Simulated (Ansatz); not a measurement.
# H₂O (triplet): wave-function methods side by side at distance H1–H2 along a hydrogen transfer = 1.246 Å, cc-pVTZ

Aim: climb from Hartree-Fock through coupled cluster and multireference methods for H₂O (triplet) at one geometry and basis, and see what each rung misses.

Program: Ansatz 0.2.0, Gaussian basis. Level of theory: cc-pVTZ, core rule «outside noble gas», up to 1 orbitals frozen. These are calculated values, not measurements.

The runs, in order: UHF; CCSD(T) on ROHF; CCSD(T) on UHF; BCCD(T) on ROHF; CISD; CCSDT(Q) on ROHF; CCSDT(Q) on UHF; CASSCF and NEVPT2, 4 electrons in 4 orbitals; CASSCF and MRCISD+Q, 8 electrons in 6 orbitals; CASSCF and NEVPT2, 8 electrons in 6 orbitals.

11 further runs of the same task are left out: 1 for a mislabelled method, 9 that didn't finish, 1 set aside as unsound or not needed.

## (1) What is computed

The geometry derives from fragments relaxed apart (PBE0/def2-TZVP) and kept rigid, so it is no stationary point. A hydrogen atom is moved between rigid fragments.

3 atoms, charge 0, spin multiplicity 3.

Atoms are counted from 1 here; the program's logs count them from 0.

Bond lengths: H2–O3 0.990 Å.

## (2) UHF

Contents of in.yaml:

```yaml
crystal:
  periodic: [false, false, false]
  atoms:
    - {symbol: H, position_ang: [0.000000, 0.000000, -1.160667]}
    - {symbol: H, position_ang: [0.000000, 0.000000, 0.085333]}
    - {symbol: O, position_ang: [0.000000, 0.000000, 1.075333]}
basis:
  gaussian: {orbitals: cc-pVTZ}
magnetization: {spin_polarized: true, initial_magnetization: 2}
hamiltonian: {xc: hf}
output: {orbitals: {seedname: orbitals}}
```

Launch:

```sh
> ansatz run in.yaml --threads 1 --pin off --events-out ev --progress --plain --max-ram 2393MiB
```

After this run come: CCSD(T) on ROHF; CCSD(T) on UHF; BCCD(T) on ROHF; CISD; CCSDT(Q) on ROHF; CCSDT(Q) on UHF; CASSCF and NEVPT2, 4 electrons in 4 orbitals; CASSCF and MRCISD+Q, 8 electrons in 6 orbitals; CASSCF and NEVPT2, 8 electrons in 6 orbitals.

Before running them: what should the planned runs give, taken together? Wanted: UCCSDT(Q) below the RHF energy; RMP2 from UCCSDT(Q); UMP2 from UCCSDT(Q); RCCSD from UCCSDT(Q); RCCSD(T) from UCCSDT(Q); UCCSD(T) from UCCSDT(Q); RCCSDT(Q) from UCCSDT(Q); NEVPT2 pair from UCCSDT(Q); NEVPT2 valence from UCCSDT(Q).

As calculated:

| quantity | value |
| --- | --- |
| UCCSDT(Q) below the RHF energy | -6.3384 eV |
| RMP2 from UCCSDT(Q) | +13.16 kcal/mol |
| UMP2 from UCCSDT(Q) | +13.33 kcal/mol |
| RCCSD from UCCSDT(Q) | +3.99 kcal/mol |
| RCCSD(T) from UCCSDT(Q) | +0.38 kcal/mol |
| UCCSD(T) from UCCSDT(Q) | +0.36 kcal/mol |
| RCCSDT(Q) from UCCSDT(Q) | +0.04 kcal/mol |
| NEVPT2 pair from UCCSDT(Q) | +12.51 kcal/mol |
| NEVPT2 valence from UCCSDT(Q) | +19.50 kcal/mol |
| MRCISD+Q valence from UCCSDT(Q) | +1.36 kcal/mol |
| levels within 1 kcal/mol (43 meV) | RCCSD(T), UCCSD(T), BCCD(T), RCCSDT, UCCSDT, RCCSDT(Q) |
| T1 diagnostic | 0.021 |
| effectively unpaired electrons | 2.00 |

**Reading.** RCCSD(T) lands +0.38 kcal/mol from the yardstick (0.3 % of the correlation energy). One determinant dominates. Of the multireference levels listed MRCISD+Q valence comes nearest in total energy (+1.36 kcal/mol), which doesn't show that its space is the better one. These misses are within one basis, not against nature; the frozen cores of restricted and unrestricted runs differ, which can shift their rows.
